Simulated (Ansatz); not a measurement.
# Basis or method: atomization of AlC

AlC, quartet; coordinates (Å): Al 0.000 0.000 0.000; C 0.000 0.000 1.967. Quantity: atomization.

Ansatz 0.2.0, basis aug-cc-pVDZ or cc-pVDZ or cc-pVTZ; geometries are PBE0/def2-TZVP minima. Wave-function levels freeze the cores; HF, MP2 and coupled cluster are restricted for singlets and unrestricted otherwise, atoms included (their steps beyond CCSDT(Q) come from restricted open-shell runs), Kohn–Sham unrestricted where that lies lower. MRCISD+Q stands on CASSCF in the full valence space, and MRCISD+Q is size-consistent only roughly. The reference is CCSDT(Q) or full CI (coupled cluster only where its series has nearly closed). Semilocal and hybrid functionals correlate all electrons outside any core potential and usually lie nearer their basis limit than the reference, so part of their error here is the reference's basis and frozen-core error; RPA and the MP2 part of double hybrids freeze the same cores as the reference. None of these values is a measured one. Energies are electronic, without zero-point terms. No spin–orbit coupling and no scalar relativity. The species are chosen: bound, without strong static correlation by their natural occupations or amplitudes, in their lowest spin state as far as vertical gaps and like structures tell, and with a ladder that closes on the reference, so errors are smaller than for species at large; levels whose determinant breaks symmetry or spin markedly are left out.

| level | cc-pVDZ (kcal/mol) | aug-cc-pVDZ (kcal/mol) | cc-pVTZ (kcal/mol) |
| --- | --- | --- | --- |
| reference | 69.7 (full CI) | 70.7 (full CI) | 76.3 (CCSDT(Q)) |
| HF | 56.7 | 56.7 | 59.9 |
| CCSD(T) | 69.0 | 70.0 | 75.6 |
| MRCISD+Q | 68.1 | 68.8 | 73.8 |
| SPW92 | 95.5 | 95.5 | 97.9 |
| PBE | 83.6 | 83.6 | 85.8 |
| wB97M-V | 78.6 | 78.4 | 80.6 |
| RPA-PBE | 60.1 | 61.6 | 65.9 |

From cc-pVDZ to cc-pVTZ the reference moves by 6.6 kcal/mol and PBE by 2.2; the step from CCSD(T) to the reference is 0.7 in the first and 0.7 in the last.
